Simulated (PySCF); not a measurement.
Compound: oxygen difluoride, OF2.
InChI=1S/F2O/c1-3-2

Computed with PBE0/def2-SVPD in PySCF (dipole) on a GFN2-xTB geometry, gas phase.

Masses are those of the commonest isotopes; rigid-rotor values at the optimised geometry. 

Task: Give the principal moments of inertia and the rotational constants in MHz.

Result: Ia = 7.61, Ib = 45.21, Ic = 52.82 u·Å²; 505379 MHz·u·Å²/I gives A = 66401, B = 11178, C = 9567 MHz.

Task: Classify the top.

Result: A near-prolate asymmetric top. Ray's parameter κ = (2B − A − C)/(A − C) = -0.943; −1 is the prolate and +1 the oblate limit.

Task: Give the coordinates in the principal-axis frame, origin at the centre of mass.

Result: The sense of each axis is arbitrary; atoms in the order of the calculation.
```json
{"atom": "F1", "mass (u)": "18.998", "a (Å)": "-1.091", "b (Å)": "-0.244", "c (Å)": "0.000"}
{"atom": "O2", "mass (u)": "15.995", "a (Å)": "0.000", "b (Å)": "0.579", "c (Å)": "0.000"}
{"atom": "F3", "mass (u)": "18.998", "a (Å)": "1.091", "b (Å)": "-0.244", "c (Å)": "0.000"}
```

Task: Which lines would a microwave search look for?

Result: The dipole components are |μa| = 0.00 D, |μb| = 0.21 D, |μc| = 0.00 D; the symmetry axis of this C2v structure is b, so μa and μc vanish by symmetry and there are no a-type or c-type lines. Some lines, for components of 0.1 D or more:

| type | branch | J(Ka,Kc) | MHz | lower level (cm⁻¹) |
| --- | --- | --- | --- | --- |
| b | Q | 1(1,0) ← 1(0,1) | 56834 | 0.692 |
| b | Q | 3(1,2) ← 3(0,3) | 61012 | 4.146 |
| b | Q | 4(1,3) ← 4(0,4) | 64508 | 6.902 |
| b | Q | 5(1,4) ← 5(0,5) | 69067 | 10.339 |
| b | R | 2(1,2) ← 1(0,1) | 95102 | 0.692 |
| b | R | 4(1,4) ← 3(0,3) | 131039 | 4.146 |
| b | Q | 4(2,2) ← 4(1,3) | 160620 | 9.054 |
| b | Q | 3(2,1) ← 3(1,2) | 163451 | 6.181 |
| b | Q | 3(2,2) ← 3(1,3) | 172940 | 5.859 |
| b | Q | 5(2,4) ← 5(1,5) | 180298 | 11.838 |
| b | R | 2(2,1) ← 1(1,0) | 208771 | 2.588 |
| b | R | 2(2,0) ← 1(1,1) | 210416 | 2.534 |
| b | R | 3(2,1) ← 2(1,2) | 232910 | 3.864 |
| b | R | 4(2,3) ← 3(1,2) | 246229 | 6.181 |
| b | Q | 3(3,0) ← 3(2,1) | 279993 | 11.633 |
| b | Q | 4(3,2) ← 4(2,3) | 280261 | 14.394 |
| b | Q | 5(3,3) ← 5(2,4) | 280453 | 17.852 |
| b | R | 5(2,3) ← 4(1,4) | 281057 | 8.517 |
| b | R | 3(3,0) ← 2(2,1) | 342401 | 9.552 |
| b | R | 4(3,1) ← 3(2,2) | 363216 | 11.627 |
| b | R | 5(3,2) ← 4(2,3) | 384112 | 14.394 |
| b | Q | 4(4,0) ← 4(3,1) | 392137 | 23.743 |
| b | Q | 4(4,1) ← 4(3,2) | 392140 | 23.743 |
| b | R | 4(4,1) ← 3(3,0) | 475186 | 20.973 |
| b | R | 5(4,1) ← 4(3,2) | 495940 | 23.743 |
| b | Q | 5(5,0) ← 5(4,1) | 504189 | 40.286 |
| b | R | 5(5,0) ← 4(4,1) | 607989 | 36.823 |

Not checked by GFN2-xTB frequencies. No vibrational averaging or centrifugal distortion is included, and the geometry carries the error of its method.
